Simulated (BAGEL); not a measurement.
**FCI/STO-3G (density fitting with qzvpp-jkfit) run of N2 (nitrogen)**

Aim: the energy change on altering one bond length of N2 (nitrogen) at FCI/STO-3G (density fitting with qzvpp-jkfit), from 2 runs. 

The results are computed with BAGEL 1.2.2.

7 further runs of the same task are left out: 7 set aside as unsound or not needed.

### Step 1. The structure to begin with

N2 has 2 atoms, charge 0, and is taken as a singlet. SMILES: `N#N`. The shape is that of a PBE0-D4/def2-TZVP optimisation.

Bond lengths: N1–N2 1.090 Å.

### Step 2. The energy at FCI/STO-3G (density fitting with qzvpp-jkfit)

The input, input.json:

```json
{ "bagel": [

{
  "title": "molecule",
  "basis": "sto-3g",
  "df_basis": "qzvpp-jkfit",
  "angstrom": true,
  "geometry": [
    { "atom": "N", "xyz": [    0.465500,   -0.150300,    0.239800 ] },
    { "atom": "N", "xyz": [   -0.465500,    0.150300,   -0.239800 ] }
  ]
},
{ "title": "hf" },
{ "title": "fci", "nstate": 1, "ncore": 2 }

]}
```

The run is started by

```sh
$ BAGEL_NUM_THREADS=1 BAGEL input.json > input.out
```

The program printed:

```text
* using 1 threads per process

  ===============================================================
  ===============================================================

  *** Geometry ***

  { "atom" : "N", "xyz" : [      0.879668,     -0.284026,      0.453156 ] },
  { "atom" : "N", "xyz" : [     -0.879668,      0.284026,     -0.453156 ] },

  Number of auxiliary basis functions:      154

  Since a DF basis is specified, we compute 2- and 3-index integrals:
    o Being stored without compression. Storage requirement is 0.000 GB

  Number of basis functions:       10
  Number of electrons      :       14

    * METHOD: MOLECULE                             0.01

  *** RHF ***

  === Nuclear Repulsion ===
    23.7983417694

      * DIIS with orbital gradients will be used.

  === RHF iteration (sto-3g) ===
      0       -107.49350783          0.00328662           0.00
      1       -107.49361498          0.00019476           0.00
      2       -107.49361672          0.00002223           0.00
      3       -107.49361678          0.00000000           0.00
    * SCF iteration converged.

    * Permanent dipole moment:
           (   -0.000000,     0.000000,    -0.000000) a.u.

    * METHOD: HF                                   0.01

  ---------------------------
        FCI calculation
  ---------------------------

  Performs exactly the same way as Knowles & Handy 1984 CPL

  o alpha-beta strings
      length:           112
  o size of the space
      determinant space:  3136
      spin-adapted space: 1176

  o single displacement lists (alpha)
      length:          1120
  o single displacement lists (beta)
      length:          1120

     guess   0:   closed 11111...             open ........

  === FCI iteration ===

      0  0      -107.49361678     1.04e-02      0.00
      1  0      -107.62883835     4.03e-03      0.00
      2  0      -107.64643443     1.10e-03      0.00
      3  0      -107.64766894     4.03e-04      0.00
      4  0      -107.64782904     1.14e-04      0.00
      5  0      -107.64784196     2.50e-05      0.00
      6  0      -107.64784257     6.61e-06      0.00
      7  0      -107.64784261     1.95e-06      0.00
      8  0      -107.64784261     3.91e-07      0.00
      9  0      -107.64784261     1.02e-07      0.00
     10  0      -107.64784261     2.77e-08      0.00
     11  0      -107.64784261     6.77e-09      0.00
     12  0      -107.64784261     1.30e-09      0.00
     13  0      -107.64784261     2.43e-10      0.00
     14  0 *    -107.64784261     3.89e-11      0.00

     * ci vector, state   0, <S^2> = -0.0000
       22222...     0.9587890854
       222.2.2.    -0.1286863634
       22.222..    -0.1286863634
       22ba2ab.    -0.0824395648
       22ab2ba.    -0.0824395648
       2.2222..    -0.0547515747
       2.222.2.    -0.0547515747

    * METHOD: FCI                                  0.01

  ===============================================================
```

Wall time 0.18 s (1 thread of AMD EPYC 9R45 (Zen 5), shared host).

### Step 3. The distorted shape

The input, job.json:

```json
{ "bagel": [

{
  "title": "molecule",
  "basis": "sto-3g",
  "df_basis": "qzvpp-jkfit",
  "angstrom": true,
  "geometry": [
    { "atom": "N", "xyz": [       1.210296,      -0.390779,       0.623478 ] },
    { "atom": "N", "xyz": [      -0.465500,       0.150300,      -0.239800 ] }
  ]
},

{ "title": "hf", "charge": 0 },

{ "title": "fci", "nstate": 1, "charge": 0, "ncore": 2 }

]}
```

The run is started by

```sh
$ BAGEL_NUM_THREADS=1 BAGEL job.json > job.out
```

The program printed:

```text
* using 1 threads per process

  ===============================================================
  ===============================================================

  *** Geometry ***

  { "atom" : "N", "xyz" : [      2.287128,     -0.738465,      1.178203 ] },
  { "atom" : "N", "xyz" : [     -0.879668,      0.284026,     -0.453156 ] },

  Number of auxiliary basis functions:      154

  Since a DF basis is specified, we compute 2- and 3-index integrals:
    o Being stored without compression. Storage requirement is 0.000 GB

  Number of basis functions:       10
  Number of electrons      :       14

    * METHOD: MOLECULE                             0.01

  *** RHF ***

  === Nuclear Repulsion ===
    13.2213318193

      * DIIS with orbital gradients will be used.

[... 6 lines left out ...]
    * SCF iteration converged.
[... 1 line left out ...]
    * Permanent dipole moment:
[... 61 lines left out ...]
     * ci vector, state   0, <S^2> = 0.0000
       22222...     0.5231607369
       2222..2.    -0.3512971072
       222.22..    -0.3512971065
       222..22.     0.2595956803
       222baba.     0.2223198316
       222abab.     0.2223198316
       22.22..2    -0.1651700041
       22..22.2     0.1392381166
       22.2..22     0.1392381166
       22...222    -0.1303635132
       222abba.     0.1230287412
       222baab.     0.1230287412
       22ab2b.a     0.1167570468
       22ba2a.b     0.1167570468
       22b2a.ab    -0.1167570467
       22a2b.ba    -0.1167570467
       222aabb.     0.0992910904
       222bbaa.     0.0992910904
       22ab.b2a     0.0915225028
       22ba.a2b     0.0915225028
       22b.a2ab    -0.0915225026
       22a.b2ba    -0.0915225026
       22.baba2    -0.0879812188
       22.abab2    -0.0879812188
       22ab2a.b     0.0800115692
       22ba2b.a     0.0800115692
       22b2a.ba    -0.0800115690
       22a2b.ab    -0.0800115690
       22ba.b2a     0.0636253161
       22ab.a2b     0.0636253161
       22a.b2ab    -0.0636253159
       22b.a2ba    -0.0636253159

    * METHOD: FCI                                  0.02

  ===============================================================
```

Run time: 0.2 s. Hardware: 1 thread of AMD EPYC 9R45 (Zen 5), shared host.

### Step 4. What came out

Level: FCI/STO-3G (density fitting with qzvpp-jkfit), 2 core orbitals frozen.

| quantity | value |
| --- | --- |
| first shape: total energy | -107.64784 Eh |
| distorted shape: total energy | -107.45896 Eh |
| energy change with the N1–N2 bond stretched from 1.090 to 1.961 Å | 5.140 eV |

What this shows: With the N1–N2 bond stretched from 1.090 to 1.961 Å the energy rises by 5.14 eV (119 kcal/mol). The first shape isn't relaxed at this level, so the change isn't measured from a minimum. The minimal basis adds a large error of its own.
